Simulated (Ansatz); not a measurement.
A nudged elastic band was laid between two geometries of C$_{2}$H$_{6}$O (9 atoms, charge 0, multiplicity 1).

All numbers below come from RKS B3LYP-D4/def2-SVP in Ansatz.

* movable images: 9
* climbing image: yes
* spring: 5.0 eV/Å²
* optimiser: quadratic models (default)
* start path: straight line
* force threshold: 0.05 eV/Å
* iteration limit: 60
* end points: relaxed

First end point:

```xyz
9
Properties=species:S:1:pos:R:3
C -0.539 0.573 -0.471
C 0.314 -0.603 -0.009
O 1.214 -0.259 1.024
H -1.189 0.288 -1.314
H 0.100 1.412 -0.789
H -1.192 0.934 0.344
H 0.935 -0.967 -0.843
H -0.342 -1.450 0.286
H 0.698 0.071 1.772
```

Last end point:

```xyz
9
Properties=species:S:1:pos:R:3
C -0.643 0.530 -0.388
C 0.246 -0.628 0.047
O 0.927 -0.376 1.259
H -1.203 0.282 -1.305
H -0.042 1.432 -0.602
H -1.363 0.784 0.405
H 0.951 -0.890 -0.769
H -0.369 -1.526 0.227
H 1.497 0.392 1.126
```

What changes between the two ends?

No bond is made or broken. The dihedral C1–C2–O3–H9 goes from 59 to -61°. The two ends are copies of one structure, up to a mirror image or an exchange of like atoms.

What energy profile does the band end with?

The forces met the threshold. The highest image is number 5 of 0 to 10, 6.7 kJ/mol above the ends, which have the same energy within 2 meV. Another band between the same ends (9 images) ends at a top of the same energy, where a vibrational analysis finds 1 clearly imaginary mode.

```
image  path coordinate (Å)  energy (kJ/mol)  dihedral C1–C2–O3–H9 (°)
    0                 0.00              0.0                        59
    1                 0.14              0.5                        51
    2                 0.28              1.9                        40
    3                 0.43              3.9                        28
    4                 0.57              5.9                        14
    5                 0.71              6.7                         0
    6                 0.86              5.8                       -15
    7                 1.01              3.8                       -29
    8                 1.15              1.7                       -41
    9                 1.30              0.4                       -52
   10                 1.45              0.0                       -61
```

What is the geometry of the highest image?


```xyz
9
Properties=species:S:1:pos:R:3:forces:R:3
C -0.560 0.539 -0.398 0.00 0.00 0.00
C 0.284 -0.664 -0.002 0.00 0.00 0.00
O 1.107 -0.423 1.124 0.00 -0.01 0.00
H -1.186 0.317 -1.276 0.00 0.00 0.00
H 0.080 1.401 -0.652 0.00 0.00 0.00
H -1.230 0.837 0.426 0.00 0.00 0.00
H 0.921 -0.965 -0.857 0.00 0.00 0.00
H -0.378 -1.525 0.213 0.00 0.00 0.00
H 0.963 0.482 1.422 0.00 0.01 0.00
```

The band took 8 iterations and about 110 core-seconds.

The run took 110 s on 1 thread of AMD EPYC 7R43 64-Core Processor (Zen 3) (shared host), peak memory 0.15 GiB.
